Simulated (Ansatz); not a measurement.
in.yaml

```yaml
crystal:
  periodic: [false, false, false]
  atoms:
    - {symbol: Al, position_ang: [0.000000, 0.000000, 3.067457]}
    - {symbol: Al, position_ang: [0.000000, 0.000000, -9.126777]}
    - {symbol: H, position_ang: [0.000000, 0.000000, 6.059319]}
basis:
  gaussian: {orbitals: "6-31++G**", fitting: {mean_field: def2-universal-jkfit}}
magnetization: {spin_polarized: false, initial_magnetization: 3}
correlation: {method: mp2, electrons: valence}
output: {forces: true}
```

```sh
$ ansatz run in.yaml --threads 1 --pin off --events-out ev --progress --plain --max-ram 2393MiB
```

Problem. One thing in this input was set wrong on purpose, beside settings that are merely unusual. What is the gravest fault, and what does the program do?

Solution. Coordinates in the wrong unit (values in bohr typed as Å, so distances are 1.89 times too long). How the run ends: converged.
```
274 factors; integrals over basis functions are off by at most 4.5e-1 eV
mean field evaluation 1: about -13170.8585 eV, gradient 7.0e0 eV
mean field evaluation 2: about -13147.7111 eV, gradient 2.0e1 eV
mean field evaluation 4: about -13171.0303 eV, gradient 7.3e0 eV
mean field evaluation 8: about -13171.1609 eV, gradient 6.8e0 eV
mean field evaluation 16: about -13175.9812 eV, gradient 7.8e-2 eV
mean field evaluation 32: about -13175.9809 eV, gradient 2.1e-6 eV
mean field evaluation 64: about -13175.9813 eV, gradient 2.8e-3 eV
mean field evaluation 96: about -13175.5126 eV, gradient 1.6e0 eV
mean field evaluation 128: about -13172.0735 eV, gradient 3.1e0 eV
mean field evaluation 160: about -13172.4151 eV, gradient 2.7e0 eV
mean field -13175.98154456 eV, -484.2083907615 hartree, gradient 1.6e-10 eV, S^2 3.750000; 18 other end points of the search recorded, 0 dependent functions left out
mean field evaluation 192: about -13176.1101 eV, gradient 3.2e-1 eV
mean field evaluation 224: about -13176.0542 eV, gradient 2.1e0 eV
mean field evaluation 256: about -13176.0996 eV, gradient 9.6e-1 eV
10 core orbitals not correlated: weight in the atoms' cores, before any rotation towards them, 1.000 or more for the frozen orbitals, at most 0.000 for the correlated occupied ones
reference -13175.98154456 eV, -484.2083907615 hartree; 5, 2 occupied and 37, 40 virtual orbitals, 274 factors
second order -1.66531496 eV of doubles, -0.07629690 eV of singles
the calculation of the forces begins
Total energy: -13177.72315642 eV, -484.2723938170 hartree
Atom 0 at     0.000000     0.000000     3.067457 Å, force    -0.000000     0.000000     0.002591 eV/Å
Atom 1 at     0.000000     0.000000    -9.126777 Å, force     0.000000    -0.000000     0.000176 eV/Å
Atom 2 at     0.000000     0.000000     6.059319 Å, force     0.000000    -0.000000    -0.002767 eV/Å
Dipole moment:     0.000000    -0.000000     0.008046 e Å
```
